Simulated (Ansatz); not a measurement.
```yaml
crystal:
  periodic: [false, false, false]
  atoms:
    - {symbol: Al, position_ang: [-3.279397, -0.008776, -0.001211]}
    - {symbol: Al, position_ang: [-0.869237, -0.742624, -0.002183]}
    - {symbol: Ga, position_ang: [1.610868, 0.271657, 0.001267]}
    - {symbol: H, position_ang: [-0.375044, 1.322724, 0.003192]}
basis:
  gaussian: {orbitals: def2-TZVP}
magnetization: {spin_polarized: true, initial_magnetization: 2}
hamiltonian: {xc: pbe0}
relax: {f_tol: 0.004, max_steps: 80}
```

```sh
$ ansatz run in.yaml --threads 1 --pin off --events-out ev --progress --plain --max-ram 2176MiB
```

Steps of the relaxation (energy above the last step; positions in Å, forces in eV/Å):

```
4
step 1, 708.6 meV
Al   -3.279   -0.009   -0.001   -0.366    0.276    0.001
Al   -0.869   -0.743   -0.002    0.961    0.799    0.002
Ga    1.611    0.272    0.001   -0.697    0.218    0.000
H    -0.375    1.323    0.003    0.102   -1.293   -0.003
```

```
4
step 2, 386.6 meV
Al   -3.288    0.039   -0.001   -0.111    0.135    0.000
Al   -0.814   -0.660   -0.002    0.306    0.228    0.001
Ga    1.561    0.336    0.001   -0.253    0.139    0.000
H    -0.372    1.128    0.003    0.057   -0.502   -0.001
```

```
4
step 3, 340.5 meV
Al   -3.266    0.108   -0.001    0.035    0.083    0.000
Al   -0.791   -0.684   -0.002   -0.014   -0.344   -0.001
Ga    1.513    0.419    0.002    0.002    0.045    0.000
H    -0.369    1.000    0.002   -0.023    0.216    0.001
```

```
4
step 5, 217.4 meV
Al   -3.048    0.306    0.000    0.326    0.072    0.000
Al   -0.731   -0.896   -0.003   -0.051   -0.221   -0.001
Ga    1.392    0.556    0.002    0.006    0.020    0.000
H    -0.527    0.877    0.002   -0.281    0.129    0.000
```

```
4
step 6, 91.4 meV
Al   -2.882    0.412    0.000    0.428    0.051    0.000
Al   -0.695   -1.010   -0.003   -0.048   -0.011    0.000
Ga    1.321    0.608    0.002   -0.060    0.018    0.000
H    -0.657    0.832    0.002   -0.320   -0.057    0.000
```

```
4
step 8, 1.2 meV
Al   -2.675    0.520    0.000   -0.086   -0.009    0.000
Al   -0.670   -1.107   -0.003    0.007   -0.014    0.000
Ga    1.224    0.673    0.002    0.017   -0.005    0.000
H    -0.793    0.757    0.002    0.062    0.028    0.000
```

```
4
step 10, 0.0 meV
Al   -2.692    0.511    0.000   -0.001    0.000    0.000
Al   -0.671   -1.100   -0.003   -0.001   -0.002    0.000
Ga    1.235    0.665    0.002    0.002    0.002    0.000
H    -0.785    0.767    0.002    0.000    0.000    0.000
```

Close pairs at the end: Al2–H4 1.870 Å, Al1–H4 1.925 Å, Ga3–H4 2.022 Å, Al1–Al2 2.585 Å, Al2–Ga3 2.597 Å.

A stationary point of unrestricted PBE0 after 10 steps, with ⟨S²⟩ = 2.030 against 2.00 for a pure state; no frequencies were run, so it isn't proven a minimum. 1.8 min on 1 thread of Arm Neoverse V1, shared host.
